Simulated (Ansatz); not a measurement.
# LiMgH (triplet): B2PLYP, RPA-PBE over a scan of the scale of all distances, cc-pVTZ

Aim: run LiMgH (triplet) with these functionals over a scan of the scale of all distances, and hold them against the top wave-function level at the same points.

Computed with Ansatz 0.2.0, Gaussian basis. Level: cc-pVTZ, all electrons in the functionals, frozen cores in the correlation of double hybrids and RPA.

The runs, in order: B2PLYP, RPA-PBE, at 0.868; 1.000; 1.113; 1.291; 1.497; 1.768; 2.018; 2.443.

28 further runs of the same task are left out: 16 for a known fault of the program, 10 that didn't finish, 2 set aside as unsound or not needed. Runs told in other sessions of the task aren't counted.

### 1 What is computed

The geometry derives from a PBE0/def2-TZVP stationary point (not a proven minimum). All distances are scaled together.

3 atoms, charge 0, spin multiplicity 3.

Atoms are counted from 1 here; the program's logs count them from 0.

Bond lengths: Li1–H3 1.790 Å, Mg2–H3 1.811 Å. Angles: Li1–H3–Mg2 104.5°.

Coordinates:

```xyz
3

Li    0.0000   -0.1373    2.1856
Mg    0.0000   -0.0035   -0.6586
H     0.0000    1.0299    0.8292
```

No dispersion term is added.

The geometry shown and the zero of energy belong to the point 1.000. The yardstick, FCI, and other wave-function levels (R restricted, U unrestricted, valence and pair active spaces) come from earlier runs.

### 2 B2PLYP, 0.868

Input file in.yaml:

```yaml
crystal:
  periodic: [false, false, false]
  atoms:
    - {symbol: Li, position_ang: [0.000000, -0.119174, 1.897132]}
    - {symbol: Mg, position_ang: [0.000000, -0.003039, -0.571629]}
    - {symbol: H, position_ang: [0.000000, 0.893959, 0.719729]}
basis:
  gaussian: {orbitals: cc-pVTZ}
magnetization: {spin_polarized: true, initial_magnetization: 2}
hamiltonian: {xc: {name: B2PLYP}}
correlation: {electrons: outside_noble_gas}
```

Launch:

```sh
$ ansatz run in.yaml --threads 1 --pin off --events-out ev --progress --plain --max-ram 2393MiB
```

After this run come: B2PLYP, 1.000; B2PLYP, 1.113; B2PLYP, 1.291; B2PLYP, 1.497; B2PLYP, 1.768; B2PLYP, 2.018; B2PLYP, 2.443; RPA-PBE, 0.868; RPA-PBE, 1.000; RPA-PBE, 1.113; RPA-PBE, 1.291; RPA-PBE, 1.497; RPA-PBE, 1.768; RPA-PBE, 2.018; RPA-PBE, 2.443.

**Question.** What will the summary of the whole plan be? Wanted: span of the FCI curve; largest miss, B2PLYP; largest miss, RPA-PBE.

The runs gave:

| quantity | value |
| --- | --- |
| span of the FCI curve | 1.990 eV |
| largest miss, B2PLYP | -0.073 eV (1.768) |
| largest miss, RPA-PBE | -0.136 eV (2.443) |

What this shows: Of the functionals, B2PLYP keep the smallest largest miss at the points compared (at most 0.073 eV) and RPA-PBE strays most (0.136 eV, at 2.443). Functionals and the yardstick converge differently with the basis, so part of each miss in cc-pVTZ is the basis.
